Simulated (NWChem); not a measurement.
Molecule: SiH3, doublet; SMILES [SiH3]

```xyz
4

Si     0.0000     0.0000     0.1558
H      0.3891     1.3615    -0.2950
H      0.9846    -1.0178    -0.2950
H     -1.3737    -0.3438    -0.2950
```
Atoms are numbered in this order, from 1.

In the optimisation the excess spin sits in a (C3, its own frame). The geometry was optimised at PBE0-D3(BJ)/def2-TZVP, spin-unrestricted. No stability test was run on the SCF state. B3LYP is NWChem's, with the RPA form of VWN correlation.

 States above −ε(HOMO) = 6.1 eV lie in this functional's continuum and hang on the basis.

Question: List the 6 lowest vertical excitations from B3LYP/def2-SVPD, spin-unrestricted, TDA (NWChem).

Answer: 
```json
[
 {"state": "state 1", "energy (eV)": "5.19", "oscillator strength": "0.006", "<S²>": "0.77"},
 {"state": "state 2", "energy (eV)": "5.19", "oscillator strength": "0.006", "<S²>": "0.77"},
 {"state": "state 3", "energy (eV)": "5.23", "oscillator strength": "0.029", "<S²>": "0.76"},
 {"state": "state 4", "energy (eV)": "5.54", "oscillator strength": "0.032", "<S²>": "0.76"},
 {"state": "state 5", "energy (eV)": "5.54", "oscillator strength": "0.032", "<S²>": "0.76"},
 {"state": "state 6", "energy (eV)": "6.40", "oscillator strength": "0.169", "<S²>": "0.77"}
]
```
